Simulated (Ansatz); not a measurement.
## BH2OF (SMILES OBF): methods side by side

The species is BH2OF (5 atoms), meant as a singlet with charge 0. As SMILES, `OBF`. Geometry: relaxed at PBE0-D4/def2-TZVP. This is one conformer, not always the lowest.

```tsv
atom	x (Å)	y (Å)	z (Å)
O	-0.9654	0.1574	0.1569
B	0.3650	-0.0302	0.2011
F	1.0392	-0.3237	-0.9095
H	-1.3372	0.0574	-0.7258
H	0.9483	0.0654	1.2360
```

Quantity: the energy change with the O1–B2 bond stretched from 1.344 to 2.016 Å, in eV. The values are calculated.

| level | kind | program | value (eV) | less FCI/STO-3G |
| --- | --- | --- | --- | --- |
| HF/STO-3G (restricted) | Hartree–Fock | Ansatz | 4.94 | +1.07 |
| BLYP/STO-3G (restricted) | GGA | Ansatz | 3.47 | -0.40 |
| B3LYP/STO-3G (restricted) | global hybrid | Ansatz | 3.95 | +0.08 |
| CAM-B3LYP/STO-3G (restricted) | range-separated hybrid | Ansatz | 4.22 | +0.35 |
| wB97M-V/STO-3G (restricted) | range-separated hybrid | Ansatz | 4.21 | +0.34 |
| RPA@PBE/STO-3G (restricted) | RPA | Ansatz | 3.69 | -0.18 |
| CCSD/STO-3G (restricted) | coupled cluster or CI | Ansatz | 3.98 | +0.11 |
| CCSDT(Q)/STO-3G (restricted) | coupled cluster or CI | Ansatz | 3.87 | 0.00 |
| FCI/STO-3G | exact in the basis | Ansatz | 3.87 | 0.00 |

FCI/STO-3G is exact within its basis and frozen core, so for wave-function methods in that basis the difference is their error; functionals converge differently with the basis, so for them it is only a difference. Spin-restricted single references rise too steeply as a bond breaks, Hartree–Fock most of all. The first shape isn't each level's own minimum. The values span 3.47 to 4.94 eV. All rows use very small basis sets, so even the best lies far from the true value.
